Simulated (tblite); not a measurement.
Species: C2H5NO (charge -1 and doublet state).
Atom-mapped SMILES: `[CH3:1][C:2]([NH2:3])[O-:4]` (hydrogens: H5, H6, H7 on C1; H8, H9 on N3)

Cartesian coordinates in Å at the GFN2-xTB level; atoms count from 1:
```xyz
9
C2H5NO angstrom
C     -1.119   -0.023    0.006
C      0.281   -0.536   -0.296
N      1.248    0.081    0.648
O      0.659   -0.761   -1.525
H     -1.841   -0.528   -0.636
H     -1.377   -0.216    1.053
H     -1.234    1.071   -0.157
H      2.172   -0.195    0.316
H      1.224    1.112    0.566
```

Calculated harmonic vibrations of the isolated species, GFN2-xTB (tblite), most abundant isotopes, no scaling. Against measured fundamentals such values can be off by several per cent, at times by over 20. One conformer, not necessarily the lowest. Open shells enter through the occupations alone, without spin polarisation, and single modes of such species can be off by tens of per cent.

Harmonic wavenumbers (cm⁻¹): 143.2, 206.1, 354.9, 380.9, 464.4, 775.2, 909.5, 948.8, 1012.8, 1087.4, 1112.0, 1356.3, 1409.1, 1492.1, 1512.4, 1568.1, 2613.7, 2905.8, 2963.8, 2985.1, 3342.6.

A = 9789, B = 8941, C = 4978 MHz; mass 59.037 u (most abundant isotopes); point group C1, symmetry number 1; spin multiplicity 2.

Q: Zero-point energy?

A: Half the sum of the wavenumbers: 14772 cm⁻¹ = 42.24 kcal/mol.

Q: What is S at 298.15 K and 1 bar for an ideal gas of classical rigid rotors and harmonic oscillators?

A: Translation 38.17, rotation 24.12, vibration 8.53, spin (R ln 2) 1.38: S = 72.2 cal/(mol K).

Q: And Cp and H(298.15 K) − H(0)?

A: Cp = 19.07 cal/(mol K), of which vibrations give 11.12 (their classical limit is 21 R = 41.7); H(298.15 K) − H(0) = 3.90 kcal/mol without the zero-point energy, 1.53 from vibrations.

Q: What must be added to the electronic energy to get the Gibbs energy at 298.15 K and 1 bar?

A: ZPE + [H(298.15 K) − H(0)] − T·S = 42.24 + 3.90 − 21.53 = 24.61 kcal/mol.

Q: Which modes carry the vibrational entropy at 298.15 K?

A: 143.2 cm⁻¹: 2.76; 206.1 cm⁻¹: 2.08; 354.9 cm⁻¹: 1.14; 380.9 cm⁻¹: 1.04; 464.4 cm⁻¹: 0.75; 775.2 cm⁻¹: 0.23 cal/(mol K); the other 15 give 0.53 together.

Q: Blend soft modes into free rotors: weight 1/[1 + (100 cm⁻¹/ν̃)⁴] for the oscillator and the rest for a rotor with moment μB/(μ + B), μ = h/(8π²ν), B = 10⁻⁴⁴ kg m². What vibrational entropy results?

A: 8.49 cal/(mol K) in place of 8.53, which changes −T·S at 298.15 K by +0.01 kcal/mol.

Hindered rotation and anharmonicity are outside this model. Other conformers, if any are populated, would add a mixing term that is left out. The structure is chiral; the term R ln 2 for an equal mix with its mirror image is left out.
